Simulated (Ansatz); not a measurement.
Geometry optimisation, RKS r2SCAN/def2-SVP in Ansatz.

input.yaml

```yaml
crystal:
  periodic: [false, false, false]
  atoms:
    - { symbol: B, position_ang: [-0.141856, 0.359408, 0.079583] }
    - { symbol: H, position_ang: [-0.209033, 0.692679, 1.227853] }
    - { symbol: H, position_ang: [0.952426, 0.387615, -0.444217] }
    - { symbol: C, position_ang: [-1.440702, 0.174779, -0.778106] }
    - { symbol: H, position_ang: [-2.318748, -0.198214, -0.222971] }
    - { symbol: H, position_ang: [-1.705379, 1.207568, -1.097595] }
    - { symbol: H, position_ang: [-1.311846, -0.406765, -1.705671] }
    - { symbol: Si, position_ang: [0.239667, -2.615886, 1.014861] }
    - { symbol: H, position_ang: [-0.511315, -3.181355, -0.140712] }
    - { symbol: H, position_ang: [1.682671, -2.975144, 0.927868] }
    - { symbol: H, position_ang: [-0.344955, -3.096203, 2.299543] }
    - { symbol: H, position_ang: [0.11017, -1.138283, 1.008667] }
basis:
  gaussian: { orbitals: def2-SVP }
hamiltonian:
  xc: r2scan
relax:
  f_tol: 0.03
  max_steps: 50
```

Launched with:

```bash
$ ansatz run input.yaml --threads 2 --pin off --max-ram 3072MiB --backend cpu --events-out ev --progress --plain --runs-dir out
```

**Question.** Where does it end, and by what steps?

**Answer.** The run converged. After 14 steps the energy has fallen by 0.295 eV; H3 moved furthest, 1.04 Å. Joined: B1–Si8 (3.14 → 2.20 Å), B1–H12 (1.78 → 1.32 Å).

```csv
step,energy less start (eV),largest force component (eV/Å),accepted
0,0.0000,0.472,yes
1,-0.0327,0.295,yes
2,-0.0411,0.101,yes
3,-0.0443,0.086,yes
4,-0.0525,0.261,yes
5,-0.0608,0.148,yes
6,-0.0864,0.310,yes
7,-0.1214,0.317,yes
8,-0.1790,0.284,yes
9,-0.2299,0.566,yes
10,-0.2689,0.328,yes
11,-0.2816,0.222,yes
12,-0.2820,0.308,yes
13,-0.2937,0.072,yes
14,-0.2949,0.021,yes
```

```xyz
12
Properties=species:S:1:pos:R:3
B -0.217 -0.144 0.309
H 0.224 0.729 1.027
H 0.762 -0.620 -0.290
C -1.513 0.085 -0.601
H -2.394 0.376 -0.006
H -1.318 0.912 -1.303
H -1.797 -0.791 -1.208
Si 0.335 -2.231 0.718
H 0.084 -2.848 -0.612
H 1.763 -2.206 1.129
H -0.390 -3.092 1.715
H -0.537 -0.959 1.291
```

Whether the end is a true minimum wasn't checked by a vibrational analysis.

Run time: 33 s on 2 threads of Arm Neoverse V2, with other jobs on the host, peak memory 0.14 GiB.
